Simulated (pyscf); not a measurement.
Optimised with ωB97X-D3(BJ)/def2-SVP in PySCF. MP2 and CC: frozen core, UHF for open shells. ΔMP2 is the change of the MP2 total energy from the triple- to the quadruple-zeta basis.

Problem. How much does it cost (ΔH, 298 K, CCSD(T)/def2-TZVPP + ΔMP2(QZVPP)) to split HO–Au at its Au–O bond into OH• + Au•?

Solution. Au–O to OH• + Au•: 2.35 eV. The CCSD(T) − MP2 part came from Ansatz, without density fitting, on the same reference. The frozen core leaves the outer d or s,p core shells of the metals and heavy elements correlated in the MP2 and CC values, and def2-TZVPP describes them poorly, which can shift differences by a few kcal/mol. Left out: the spin-orbit lowering of OH. Open-shell species with a d-block atom are single-reference here; other states, and whether the spin sits on metal or ligand, were not checked. Elements past Kr carry the def2 core potentials, without spin-orbit coupling.
